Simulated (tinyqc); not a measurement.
Worked calculation: UKS/LDA (VWN5) in the sto-3g basis, for H2O, spin multiplicity 3. Computed by tinyqc, a small Python program that keeps every step (integrals from PySCF). Settings: charge = 0, multiplicity = 3, basis = sto-3g, energy threshold = 1e-09, iteration cap = 58, orthogonalisation = canonical, start = random, DIIS depth = 8, method = UKS, functional = lda,vwn, grid = [40, 26]. Command: `OMP_NUM_THREADS=1 python tinyqc.py 31651 31652 out.jsonl` (the two numbers bound the seeds that draw the settings). One thread of a shared host (Intel(R) Xeon(R) Processor @ 2.60GHz), about 2 s of CPU time with the checks.

Geometry (angstrom):
```
atom,x,y,z
O,0.000000,0.000000,0.000000
H,0.000000,0.882000,0.624000
H,0.000000,-0.882000,0.624000
```

Stop when the energy changes by less than 1e-09 hartree and every element of the error matrix X^T (F D S - S D F) X (for each spin) is below 9e-06.

Course of the cycle:
```
iteration,E (hartree),change,largest element of the error matrix
1,-59.62233933,-,4.94e+00
2,-74.03084678,-1.44e+01,3.07e-01
3,-74.17301715,-1.42e-01,2.81e-01
4,-74.44457755,-2.72e-01,3.79e-02
5,-74.43360658,1.10e-02,5.90e-02
6,-74.45099638,-1.74e-02,5.02e-03
7,-74.45110355,-1.07e-04,2.73e-03
8,-74.45113594,-3.24e-05,5.62e-04
9,-74.45113733,-1.39e-06,1.13e-04
10,-74.45113739,-5.53e-08,6.94e-06
11,-74.45113739,-2.08e-10,1.99e-06
```

Can the last value be used, and what does the course show?

Yes. Converged in 11 iterations. The coarse grid moves the energy by -2.02e-03 hartree. PySCF UKS in the same basis, fine grid, after a stability check = -74.44911253 hartree, which differs from a converged run on this coarse grid by the grid error.
